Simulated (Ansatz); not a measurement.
# Strength of the Mg–H bond: MgH(NH2) → MgNH2 + H

Species: MgH(NH2), singlet; MgNH2 `[NH2][Mg]`, doublet; H atom, doublet. 

Shapes, held fixed at every level: PBE0-D4/def2-TZVP. Programs: Ansatz 0.2.0. The zero-point and thermal change to 298 K, harmonic and unscaled (PBE0-D4/def2-TZVP), is -10.4 kJ/mol.

Q: Estimate ΔH(298 K) of this reaction.

A: The highest level, CCSD(T)/def2-TZVPP, gives ΔH(298 K) = +290.6 kJ/mol; the levels span +271.8 to +290.9. The column of differences is taken from that level and isn't an error. No measured value is set beside it here. Open shells run unrestricted unless RO is named. Correlated rows may include outer-core shells of Mg, which these sets cover unevenly.

| level | kind | ΔH(298 K) (kJ/mol) | less CCSD(T)/def2-TZVPP |
| --- | --- | --- | --- |
| PBE-D4/def2-TZVPP | GGA | +275.4 | -15.2 |
| BHLYP-D4/def2-TZVPP | global hybrid | +290.9 | +0.3 |
| PBE0-D4/def2-TZVPP | global hybrid | +275.7 | -14.9 |
| B2PLYP/def2-TZVPP | double hybrid | +289.4 | -1.2 |
| MP2/def2-TZVPP | perturbation theory | +271.8 | -18.8 |
| CCSD/def2-TZVPP | coupled cluster or CI | +290.8 | +0.2 |
| CCSD(T)/def2-TZVPP | coupled cluster or CI | +290.6 | 0.0 |
